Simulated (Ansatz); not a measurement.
A made-up structure of C$_{2}$H$_{5}$Si (charge +1), closed shell:

C1  (-0.787, 0.234, -0.417)
C2  (0.850, 0.338, 0.103)
Si3  (-0.094, -0.845, 0.465)
H4  (-0.975, -0.018, -1.521)
H5  (-1.546, 0.931, 0.087)
H6  (1.095, 1.099, 0.926)
H7  (1.667, 0.150, -0.682)
H8  (-0.210, -1.889, 1.039)
(Å)

It is relaxed with PBE-D4/def2-SVP and then PBE0-D4/def2-TZVP (Ansatz 0.2.0). Atoms count as bonded within 1.22 times the sum of their covalent radii (H–H: 0.88 Å). The end point is not checked to be a true minimum.

Problem. Does its bonding change? (Judge from chemistry; the calculation decides.)

Solution. The calculation gives: No: no bond forms or breaks.

Where it ends: The first stage lowers the energy by 3.60 eV in 6 steps. It ends as C₂H₅Si ([CH2]1[CH2][SiH]1), total charge +1:
```xyz
8
angstrom
C -0.7188 0.3046 -0.4352
C 0.7974 0.4011 0.0469
Si -0.1162 -1.0433 0.5740
H -0.8839 0.1504 -1.5006
H -1.4132 1.0287 -0.0115
H 1.0325 1.1843 0.7662
H 1.5618 0.3060 -0.7229
H -0.2596 -2.3319 1.2830
```

Labels in which every atom is bracketed show which atoms are joined, not bond orders.

For scale, one of the runs: PBE0-D4/def2-TZVP relaxation, 129 basis functions, launched by `ansatz run in.yaml --threads 2 --pin off --events-out ev --progress --plain --max-ram 4352MiB`. The run took about 15 s on 2 CPU threads of an Arm Neoverse V1 (shared host).
